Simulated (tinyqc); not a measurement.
Worked calculation: Pariser-Parr-Pople SCF with singles CI, for the molecule C=CC=C[CH2+] (SMILES; centres numbered as the heavy atoms are written). Computed by tinyqc, a small Python program that keeps every step. Settings: charge = 1, gamma = Ohno, start = huckel, damping = 0, iteration cap = 53, excitations kept = 4. Command: `OMP_NUM_THREADS=1 python tinyqc.py 22743 22744 out.jsonl` (the two numbers bound the seeds that draw the settings). One thread of a shared host (Intel(R) Xeon(R) Processor @ 2.60GHz), about 0.01 s of CPU time with the checks. Later iterations appear only in the table of the cycle.

## PPP integrals

Centres (angstrom, eV; a flat drawing with bonds scaled to 1.40 angstrom):
```
centre,x,y,core charge z,W,gamma_rr
1C,-2.42500,-0.28000,1,11.16000,11.13000
2C,-1.21200,0.42000,1,11.16000,11.13000
3C,0.00000,-0.28000,1,11.16000,11.13000
4C,1.21200,0.42000,1,11.16000,11.13000
5C,2.42500,-0.28000,1,11.16000,11.13000
```

Resonance integrals (eV):
```
i,j,beta
1,2,-2.39000
2,3,-2.39000
3,4,-2.39000
4,5,-2.39000
```

Ohno: gamma = 14.399645/sqrt(R^2 + a^2), a = 2 x 14.399645/(gamma_rr + gamma_ss); H_rr = -W_r - sum_(s != r) z_s gamma_rs; H_rs = beta for bonds.

repulsion gamma_rs (eV), lower triangle:
```
,1C,2C,3C,4C,5C
1C,11.13000
2C,7.55244,11.13000
3C,5.23902,7.55496,11.13000
4C,3.67037,5.24070,7.55496,11.13000
5C,2.86869,3.67037,5.23902,7.55244,11.13000
```

core matrix H (eV), lower triangle:
```
,1C,2C,3C,4C,5C
1C,-30.49052
2C,-2.39000,-35.17847
3C,0.00000,-2.39000,-36.74796
4C,0.00000,0.00000,-2.39000,-35.17847
5C,0.00000,0.00000,0.00000,-2.39000,-30.49052
```

## Starting guess

pi electrons, sum of z_r less the charge = 4

Orbitals of the Hueckel matrix of the beta values.

P at the start, lower triangle:
```
,1C,2C,3C,4C,5C
1C,0.66667
2C,0.78868,1.00000
3C,0.33333,0.57735,0.66667
4C,-0.21132,0.00000,0.57735,1.00000
5C,-0.33333,-0.21132,0.33333,0.78868,0.66667
```

## Iteration 1: Fock matrix

F_rr = H_rr + P_rr gamma_rr / 2 + sum_(s != r) P_ss gamma_rs; F_rs = H_rs - P_rs gamma_rs / 2; E = tr P (H + F) / 2 + core repulsion sum_(r<s) z_r z_s gamma_rs.

F (eV), lower triangle:
```
,1C,2C,3C,4C,5C
1C,-10.15257
2C,-5.36821,-11.85426
3C,-0.87317,-4.57093,-10.94268
4C,0.38782,0.00000,-4.57093,-11.85426
5C,0.47811,0.38782,-0.87317,-5.36821,-10.15257
```

pi energy = -55.06263 eV

## Iteration 1: orbitals and new P

Diagonalise F (the basis is taken as orthonormal) and form P = 2 sum c c over the lowest orbitals.

orbital energies (eV): -19.92417  -17.03092  -8.95722  -5.45402  -3.59000

P after iteration 1, lower triangle:
```
,1C,2C,3C,4C,5C
1C,0.61849
2C,0.79147,1.05823
3C,0.33284,0.57163,0.64655
4C,-0.20293,-0.04746,0.57163,1.05823
5C,-0.27581,-0.20293,0.33284,0.79147,0.61849
```

## Iteration 2: Fock matrix

As before.

F (eV), lower triangle:
```
,1C,2C,3C,4C,5C
1C,-10.01072
2C,-5.37875,-11.91765
3C,-0.87187,-4.54931,-10.67952
4C,0.37242,0.12436,-4.54931,-11.91765
5C,0.39561,0.37242,-0.87187,-5.37875,-10.01072
```

pi energy = -55.15482 eV

## Iteration 2: orbitals and new P

As before.

orbital energies (eV): -19.78892  -17.03320  -8.82364  -5.41514  -3.47535

P after iteration 2, lower triangle:
```
,1C,2C,3C,4C,5C
1C,0.60538
2C,0.79431,1.07998
3C,0.33258,0.56628,0.62927
4C,-0.19573,-0.06080,0.56628,1.07998
5C,-0.25383,-0.19573,0.33258,0.79431,0.60538
```

## Convergence

Stop when output and input P, before any damping, agree to 1e-7.

Course of the cycle:
```
iteration,E (eV),largest |P(out) - P(in)|
1,-55.0626315,5.82e-02
2,-55.1548164,2.20e-02
3,-55.1682722,9.63e-03
4,-55.1707034,4.79e-03
5,-55.1711792,2.28e-03
6,-55.1712749,1.06e-03
7,-55.1712943,4.84e-04
8,-55.1712983,2.20e-04
9,-55.1712991,1.00e-04
10,-55.1712992,4.53e-05
11,-55.1712993,2.05e-05
12,-55.1712993,9.25e-06
13,-55.1712993,4.18e-06
14,-55.1712993,1.89e-06
15,-55.1712993,8.52e-07
16,-55.1712993,3.85e-07
17,-55.1712993,1.74e-07
18,-55.1712993,7.84e-08
```

Converged in 18 iterations.

## Converged orbitals

Charges are z - P_rr.

orbital energies (eV): -19.73553  -17.05942  -8.76015  -5.40495  -3.45302

coefficients:
```
,MO1,MO2,MO3,MO4,MO5
1C,0.30047,0.45759,-0.54986,0.53908,0.32767
2C,0.50701,0.53908,-0.01650,-0.45759,-0.49261
3C,0.55255,0.00000,0.62830,0.00000,0.54766
4C,0.50701,-0.53908,-0.01650,0.45759,-0.49261
5C,0.30047,-0.45759,-0.54986,-0.53908,0.32767
```

pi charges: 1C 0.40066, 2C -0.09534, 3C 0.38937, 4C -0.09534, 5C 0.40066

## Singles CI, singlets

Over the 4 single excitations with the smallest orbital gaps: A = (e_a - e_i) delta + 2 (ia|jb) - (ij|ab), with (pq|rs) = sum c_mp c_mq gamma_mn c_nr c_ns. f = 2/3 w |mu|^2 in atomic units, mu = sqrt2 sum c_ia sum_m c_mi c_ma R_m.

singlet CI matrix (eV), lower triangle:
```
,2>3,1>3,2>4,2>5
2>3,4.11464
1>3,0.00000,6.00760
2>4,0.00000,0.06668,7.00740
2>5,-0.32410,0.00000,0.00000,8.01968
```

singlet excitation energies (eV): 4.08792  6.00317  7.01183  8.04639

oscillator strengths: 1.08363  0.00013  0.14635  0.04831

## Singles CI, triplets

Over the 4 single excitations with the smallest orbital gaps: A = (e_a - e_i) delta - (ij|ab), with (pq|rs) = sum c_mp c_mq gamma_mn c_nr c_ns.

triplet CI matrix (eV), lower triangle:
```
,2>3,1>3,2>4,2>5
2>3,1.95120
1>3,0.00000,4.24710
2>4,0.00000,1.27005,5.07873
2>5,-0.14991,0.00000,0.00000,6.85208
```

triplet excitation energies (eV): 1.94662  3.32653  5.99930  6.85666
